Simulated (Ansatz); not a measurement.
**HAlMg, singlet in cc-pVDZ: errors against full CI**

Geometry: a point of a breathe scan, not a stationary point.

```csv
atom,x (Å),y (Å),z (Å)
Al,0.0000,-0.0718,1.7308
Mg,0.0000,0.0006,-1.9568
H,0.0000,1.9060,0.8526
```

Basis cc-pVDZ; Ansatz 0.2.0. Only valence electrons are correlated (noble-gas cores frozen), which leaves 6 electrons in 31 orbitals. Prefix R: restricted or restricted open-shell reference; prefix U: unrestricted. Active spaces: pair = (2e, 2o) about the gap; valence = (6e, 9o) chosen from the atoms' valence shells. The metal's outer-core shells are frozen, which leaves out core–valence correlation.

Full CI is exact within this basis and frozen core; it isn't the basis-set limit. The frozen core follows each run's orbitals, which can shift R against U totals by a few meV.

- UHF ⟨S²⟩: 0.048
- T1 diagnostic (RCCSD): 0.0185
- largest doubles amplitude (RCCSD): 0.112

```csv
level,E − E(RHF) (eV)
UHF,-0.0007
RMP2,-2.1132
RCCSD,-3.0139
RCCSD(T),-3.0824
```

(1) Estimate how far full CI in cc-pVDZ lies from RCCSD(T). The table doesn't fix it; the size of (T) and the diagnostics are the guide.

(1) Full CI in cc-pVDZ lies 1.00 mEh below RCCSD(T), which is 40 % of the (T) step (-2.52 mEh). RHF is unstable towards spin polarisation, and the rest is a large part of (T).

The other levels:

```
                   level  E − E(full CI) (mEh)  share of correlation (%)  wall time
                    CISD                 12.09                     89.42     0.75 s
                 BCCD(T)                  1.01                     99.12     0.78 s
                  RCCSDT                  0.15                     99.86          –
               RCCSDT(Q)                  0.03                     99.97      2.2 s
     CASSCF (pair space)                 93.75                     17.96          –
     NEVPT2 (pair space)                 32.22                     71.81      1.4 s
     MRCISD (pair space)                  7.98                     93.02          –
   MRCISD+Q (pair space)                 -2.84                    102.48      1.6 s
  CASSCF (valence space)                 33.25                     70.90          –
  NEVPT2 (valence space)                 12.08                     89.43      3.9 s
  MRCISD (valence space)                  2.12                     98.14          –
MRCISD+Q (valence space)                  1.21                     98.94        6 s
```

The correlation energy at full CI, counted from RHF, is -3.110 eV. That run took 72 s on 1 thread of Arm Neoverse V1, shared host over 10,116,793 determinants.

Times hold each run's SCF and search for its determinant on a shared host, so for small cases they say little of a method's own cost; they ran on 1 thread of Arm Neoverse V1.

Not variational, and here over 5 meV under the exact energy: MRCISD+Q (pair space).

The full-CI state has the irrep A' of Cs, in the program's axes.

Natural occupations of full CI about the gap: 1.929 1.868 1.852 0.073 0.068 0.051 0.041 0.039 0.033 0.008; effectively unpaired electrons, Σ n²(2−n)², 0.22.
